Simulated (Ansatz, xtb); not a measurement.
**Relative energy of two isomers of CH2N**

We compare I, `[H]/[C]=N/[H]`, a doublet, with II, `C=[N]`, a doublet. Both are isolated molecules in the gas phase, relaxed with B3LYP-D4/def2-TZVP.

I (Å):

```xyz
4

C    -0.4177    1.3361    0.3371
N    -0.8697    0.2632   -0.0514
H    -1.6828   -0.1381    0.4172
H     0.4485    1.8492   -0.0968
```

II (Å):

```xyz
4

C     0.1780   -0.1866   -0.2237
N     0.4828    0.7777    0.4895
H     0.3345   -0.1706   -1.3107
H    -0.2619   -1.0994    0.2001
```

Quicker runs give these differences E(II) − E(I): GFN2-xTB −0.123 eV; HF/STO-3G −1.405 eV (at GFN2-xTB geometries); r2SCAN-D4/def2-SVP −0.326 eV (at GFN2-xTB geometries).

**Question.** Estimate E(II) − E(I) at the level CCSD(T)/def2-TZVPP.

**Answer.** Calculated at CCSD(T)/def2-TZVPP: E(II) − E(I) = −0.353 eV, so structure II lies lower.

How the difference moves with the method:

| level | geometry | E(II) − E(I) (eV) | departure from the last row (eV) | job, with rough time for the two |
| --- | --- | --- | --- | --- |
| GFN2-xTB | GFN2-xTB | −0.123 | +0.230 | optimisation, 0.076 s |
| HF/STO-3G | GFN2-xTB | −1.405 | −1.052 | single point, 0.12 s |
| r2SCAN-D4/def2-SVP | GFN2-xTB | −0.326 | +0.027 | single point, 1.3 s |
| B3LYP-D4/def2-TZVP | B3LYP-D4/def2-TZVP | −0.345 | +0.009 | optimisation, 14 s |
| HF/def2-TZVPP | B3LYP-D4/def2-TZVP | −0.775 | −0.422 | part of the CCSD(T) run |
| MP2/def2-TZVPP | B3LYP-D4/def2-TZVP | −0.063 | +0.290 | part of the CCSD(T) run |
| CCSD(T)/def2-TZVPP | B3LYP-D4/def2-TZVP | −0.353 |  | single point, 9 s |

As drawn, II has 1 C–H in place of 1 N–H.

None of the levels shown reverses the order. The largest departure from CCSD(T)/def2-TZVPP is that of HF/STO-3G, 1.052 eV.

With harmonic frequencies from B3LYP-D4/def2-TZVP (ideal gas, rigid rotor, one conformer each, 298.15 K, 1 atm): on the last row, ΔE + ΔZPE = −0.370, ΔH = −0.371, ΔG = −0.358 eV.

Open shells are spin-unrestricted, with notable spin contamination under HF/STO-3G, HF/def2-TZVPP, MP2/def2-TZVPP, CCSD(T)/def2-TZVPP. The correlated steps freeze 2 core orbitals. Run with Ansatz 0.2.0, xtb 6.7.1; the last row on 1 thread of Intel(R) Xeon(R) Platinum 8488C (Sapphire Rapids) on a shared host.
